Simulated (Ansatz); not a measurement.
A calculation with Ansatz (development build ahead of 0.2.0).

```yaml
crystal:
  periodic: [false, false, false]
  atoms:
    - { symbol: C, position_ang: [-0.04375, -0.39561, -0.30639] }
    - { symbol: C, position_ang: [0.07264, -0.48746, 1.17705] }
    - { symbol: O, position_ang: [-0.07937, 0.93612, -0.73966] }
    - { symbol: H, position_ang: [-0.88703, -1.03613, -0.78574] }
    - { symbol: H, position_ang: [0.91837, -0.88038, -0.78665] }
    - { symbol: H, position_ang: [-0.03565, -1.47193, 1.52823] }
    - { symbol: H, position_ang: [0.90163, 0.07712, 1.57942] }
    - { symbol: H, position_ang: [-0.89748, 0.05963, 1.49889] }
    - { symbol: H, position_ang: [-0.05763, 0.99353, -1.75517] }
basis:
  gaussian: { orbitals: "6-31G" }
hamiltonian:
  xc: hf
correlation:
  method: mp2
  frozen_orbitals: { C: 1, H: 0, O: 1 }
```

The input is written out in the form of the current development build from the run's settings.

Output:

```
Converged                       : yes
Reference energy                : -153.98829 hartree
Correlation energy              : -0.31034 hartree
Total energy                    : -154.29862 hartree
Spin squared of the determinant : 0.000
```
